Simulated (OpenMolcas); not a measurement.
A ladder of methods for BNH4 (SMILES BN)

The species is BNH4 (6 atoms), meant as a singlet with charge 0. SMILES: `BN`. The shape is that of a PBE0-D4/def2-TZVP optimisation.

```xyz
6

B    -0.1282   -0.6796   -0.0256
N     0.1461    0.6774    0.0108
H     0.2258   -1.3680    0.8875
H    -0.7120   -1.1287   -0.9692
H    -0.1216    1.3137   -0.7208
H     0.6320    1.1214    0.7713
```

Quantity: the energy change with the N2–H5 bond stretched from 1.006 to 1.257 Å, in eV. The values are calculated.

| level | kind | program | value (eV) | less FCI/STO-3G | CPU time (all runs) |
| --- | --- | --- | --- | --- | --- |
| HF/STO-3G (restricted) | Hartree–Fock | OpenMolcas | 1.14 | +0.43 | 3.3 s |
| SVWN5/STO-3G (restricted) | LDA | OpenMolcas | 0.72 | +0.01 | 8 s |
| r2SCAN/STO-3G (restricted) | meta-GGA | OpenMolcas | 0.79 | +0.08 | 11 s |
| PBE0/STO-3G (restricted) | global hybrid | OpenMolcas | 0.83 | +0.12 | 8.1 s |
| B2PLYP/STO-3G (restricted) | double hybrid | OpenMolcas | 0.82 | +0.11 | 8.3 s |
| CCSD(T)/STO-3G (restricted) | coupled cluster or CI | OpenMolcas | 0.71 | 0.00 | 4.4 s |
| CISD/STO-3G (restricted) | coupled cluster or CI | OpenMolcas | 0.78 | +0.07 | 3.5 s |
| FCI/STO-3G | exact in the basis | OpenMolcas | 0.71 | 0.00 | 86 s |

FCI/STO-3G is exact within its basis and frozen core, so for wave-function methods in that basis the difference is their error; functionals converge differently with the basis, so for them it is only a difference. The first shape isn't each level's own minimum. The values span 0.71 to 1.14 eV. All rows use very small basis sets, so even the best lies far from the true value. CPU times are rough (shared hosts, several kinds of processor): they show what a rung costs within a factor of a few.
